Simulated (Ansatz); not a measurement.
Geometry optimisation, Ansatz 0.2.0, RKS B3LYP-D4/cc-pVDZ.

input.yaml

```yaml
crystal:
  periodic: [false, false, false]
  atoms:
    - { symbol: B, position_ang: [0.0, 0.0, 0.0] }
    - { symbol: O, position_ang: [0.0, 0.0, 1.76] }
    - { symbol: H, position_ang: [-0.9095, -0.2814, 2.0971] }
    - { symbol: H, position_ang: [1.0305, 0.0, -0.595] }
    - { symbol: C, position_ang: [-1.3856, 0.0, -0.8] }
    - { symbol: H, position_ang: [-1.9458, -0.9305, -0.5708] }
    - { symbol: H, position_ang: [-1.9898, 0.8797, -0.4946] }
    - { symbol: H, position_ang: [-1.1839, 0.0508, -1.8903] }
    - { symbol: H, position_ang: [0.0668, 1.4124, 0.4698] }
    - { symbol: H, position_ang: [0.0544, 1.1498, 1.3187] }
basis:
  gaussian: { orbitals: cc-pVDZ }
hamiltonian:
  xc: b3lyp
  dispersion: d4
relax:
  f_tol: 0.15
  max_steps: 25
  restrain:
    - { distance: [0, 8], at: 1.19, k: 30.0 }
    - { distance: [9, 1], at: 1.01, k: 30.0 }
    - { distance: [0, 1], at: 2.61, k: 30.0 }
    - { distance: [9, 8], at: 1.86, k: 30.0 }
output:
  orbitals: {}
```

Run as:

```bash
$ ansatz run input.yaml --threads 1 --pin off --max-ram 2048MiB --backend cpu --events-out ev --progress --plain --runs-dir out
```

Task: Where does it end, and by what steps?

Result: The run converged. The restraints hold the end off the free minimum. After 7 steps the energy has fallen by 1.783 eV (the restraints' own energy left out); B1 moved furthest, 0.59 Å.

| step | energy less start (eV) | largest force component (eV/Å) | accepted |
| --- | --- | --- | --- |
| 0 | 0.0000 | 3.226 | yes |
| 1 | -0.4936 | 3.868 | yes |
| 2 | -1.1606 | 2.855 | yes |
| 3 | -1.4470 | 1.934 | yes |
| 4 | -1.6113 | 0.990 | yes |
| 5 | -1.6812 | 2.122 | yes |
| 6 | -1.7485 | 0.692 | yes |
| 7 | -1.7829 | 0.679 | yes |

```xyz
10
Properties=species:S:1:pos:R:3
B 0.108 0.406 -0.415
O -0.110 0.046 2.148
H -1.057 -0.158 2.076
H 1.029 -0.317 -0.686
C -1.365 0.032 -0.792
H -1.594 -1.035 -0.651
H -2.133 0.647 -0.300
H -1.458 0.213 -1.883
H 0.360 1.491 0.029
H -0.043 0.956 1.769
```

Run time: 18 s on 1 thread of Arm Neoverse V2, with other jobs on the host, peak memory 0.13 GiB.
